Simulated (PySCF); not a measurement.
## Electric field gradients and quadrupole coupling constants

Compound: C₄H₈FN.
Cartesian coordinates in Å at the GFN2-xTB level; atoms count from 1:
```xyz
14
C4H8FN angstrom
C      1.5722   -0.3333   -0.4454
C      0.3572    0.4389    0.0180
F      0.7166    1.7567    0.2425
C     -0.4487   -0.1786    1.1706
N     -1.4652   -0.5978    0.1996
C     -0.9140    0.2888   -0.8308
H      1.9573    0.1018   -1.3651
H      2.3483   -0.2916    0.3156
H      1.2934   -1.3672   -0.6219
H     -0.7714    0.5775    1.8932
H      0.0141   -1.0153    1.6959
H     -2.4280   -0.4253    0.4636
H     -1.4340    1.2433   -0.9581
H     -0.7985   -0.1984   -1.8000
```

Field gradients from the PBE0/pcSseg-1 density (PySCF, non-relativistic), principal values in atomic units, ordered |Vxx| ≤ |Vyy| ≤ |Vzz|:

| atom | Vxx | Vyy | Vzz |
| --- | --- | --- | --- |
| N5 | 0.5819 | 0.6439 | -1.2257 |

Problem. Find the asymmetry η = (Vxx − Vyy)/Vzz and the couplings χ = eQV/h (234.96 MHz × Q in barn × V in au), with Q(14N) = 0.02044 b.

Solution. 
```json
{"atom": "N5", "environment": "secondary amine nitrogen", "nucleus": "14N", "η": "0.05", "χzz (MHz)": "-5.89", "χxx (MHz)": "2.79", "χyy (MHz)": "3.09"}
```

The tensor is traceless: Vxx + Vyy + Vzz = 0.

Problem. What is Vzz at N5 in SI units (1 au = 9.71736 × 10²¹ V/m²)?

Solution. -1.2257 au = -11.911 × 10²¹ V/m².

Problem. And the gradient at the other heavy atoms, for which no coupling is worked out here?

Solution. 
| atom | environment | Vzz (au) | η |
| --- | --- | --- | --- |
| C1 | methyl carbon | 0.066 | 0.06 |
| C2 | sp3 C–F carbon | 0.517 | 0.09 |
| F3 | alkyl fluorine | 2.969 | 0.04 |
| C4 | sp3 carbon bound to nitrogen | 0.194 | 0.49 |
| C6 | sp3 carbon bound to nitrogen | 0.195 | 0.49 |

Problem. What couplings would deuterons (Q(2H) = 0.00286 b) have in place of the hydrogens, at this geometry?

Solution. 
| atom | bonded to | bond length (Å) | Vzz (au) | η | χzz (kHz) |
| --- | --- | --- | --- | --- | --- |
| H7 | C1 | 1.088 | 0.3134 | 0.02 | 211 |
| H8 | C1 | 1.088 | 0.3136 | 0.02 | 211 |
| H9 | C1 | 1.085 | 0.3150 | 0.02 | 212 |
| H10 | C4 | 1.094 | 0.2963 | 0.04 | 199 |
| H11 | C4 | 1.091 | 0.3033 | 0.01 | 204 |
| H12 | N5 | 1.013 | 0.4034 | 0.15 | 271 |
| H13 | C6 | 1.094 | 0.2965 | 0.04 | 199 |
| H14 | C6 | 1.091 | 0.3034 | 0.01 | 204 |

Geometry: GFN2-xTB, one conformer, isolated molecule. GFN2-xTB bond lengths can be off by several hundredths of an ångström, more for odd bonds, and the gradients follow them. A larger basis could move these couplings by a tenth or more.

These values come from a run that also computed NMR shieldings. On one thread of an Arm Neoverse V1, shared host, this took 17 s.
